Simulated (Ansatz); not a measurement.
Geometry optimisation, Ansatz 0.2.0, UKS LDA/cc-pVDZ.

Input file:

```yaml
crystal:
  periodic: [false, false, false]
  atoms:
    - { symbol: Al, position_ang: [-0.096501, -0.57305, -0.150054] }
    - { symbol: H, position_ang: [0.519788, -0.05009, 2.480048] }
    - { symbol: F, position_ang: [1.339323, 0.305024, -0.439719] }
    - { symbol: H, position_ang: [-1.476167, 0.201984, -0.543239] }
    - { symbol: F, position_ang: [-0.173943, 0.116132, 1.867964] }
magnetization:
  spin_polarized: true
  initial_magnetization: 1
basis:
  gaussian: { orbitals: cc-pVDZ }
hamiltonian:
  xc: lda
relax:
  f_tol: 0.03
  max_steps: 50
output:
  orbitals: {}
```

Launched with:

```bash
$ ansatz run input.yaml --threads 1 --pin off --max-ram 2048MiB --backend cpu --events-out ev --progress --plain --runs-dir out
```

**Question.** Where does it end, and by what steps?

**Answer.** The forces met the threshold. After 15 steps the energy has fallen by 0.537 eV; H2 moved furthest, 1.11 Å.

| step | energy less start (eV) | largest force component (eV/Å) | accepted |
| --- | --- | --- | --- |
| 0 | 0.0000 | 0.486 | yes |
| 1 | -0.0318 | 0.454 | yes |
| 2 | -0.0174 | 2.139 | no |
| 3 | -0.0500 | 0.428 | yes |
| 4 | -0.0791 | 0.521 | yes |
| 5 | -0.1300 | 0.980 | yes |
| 6 | -0.2262 | 1.413 | yes |
| 7 | -0.3888 | 0.669 | yes |
| 8 | -0.5035 | 0.276 | yes |
| 9 | -0.5172 | 0.241 | yes |
| 10 | -0.5275 | 0.110 | yes |
| 11 | -0.5350 | 0.081 | yes |
| 12 | -0.5362 | 0.042 | yes |
| 13 | -0.5364 | 0.043 | yes |
| 14 | -0.5365 | 0.032 | yes |
| 15 | -0.5365 | 0.000 | yes |

```xyz
5
Properties=species:S:1:pos:R:3
Al -0.307 -0.680 0.070
H 0.754 0.251 1.441
F 1.262 0.336 0.388
H -1.393 0.330 -0.595
F -0.203 -0.237 1.910
```

Whether the end is a true minimum wasn't checked by a vibrational analysis.

The run took 17 s on 1 thread of Arm Neoverse V1, on a shared host, peak memory 0.11 GiB.
